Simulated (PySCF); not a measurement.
## B: ionisation energy

B [He] 2s2 2p1 (2P) → B⁺ [He] 2s2 (1S), as a difference of total energies. Calculation: PySCF 2.14, in cc-pVTZ; the non-relativistic Hamiltonian (point nucleus). Correlated levels: valence: 1s2 frozen. The calculations carry no spin-orbit coupling.

Order these methods by the ionisation energy they give, lowest first.
A. CCSD (valence)
B. SCS-MP2 (valence)
C. M06-L
D. BP86

A (8.172 eV), B (8.230 eV), C (8.567 eV), D (8.746 eV).

Errors of the correlated levels include the incompleteness of this basis and the frozen core.

The coupled-cluster amplitudes are large for B⁺ (T1 above 0.03 or a double amplitude above 0.15), so a single reference is strained.

For comparison: 8.297 eV (measured; NIST levels, between the centres of gravity of the two terms).
